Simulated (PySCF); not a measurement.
chlorine (Cl₂), SMILES ClCl. Atoms are numbered in the order given.

```xyz
2

Cl     0.0000     0.0000    -1.0054
Cl     0.0000     0.0000     1.0054
```
Charge 0, spin multiplicity 1.

Geometry optimised at B3LYP-D3(BJ)/def2-TZVPD.

All values below come from B3LYP/pcSseg-2 (PySCF).

GIAO shieldings, no solvent; atoms alike by connectivity are averaged. δ = σ(ref) − σ: ³⁵Cl against HCl (σ = 930.0 ppm), references at their B3LYP-D3(BJ)/def2-TZVP geometries, non-relativistic (without spin–orbit terms, shifts of atoms bonded to Cl or Br come out too high).

Computed chemical shifts:
| nucleus | atoms | count | δ (ppm) |
|---|---|---|---|
| ³⁵Cl | Cl1, Cl2 | 2 | 374.5 |
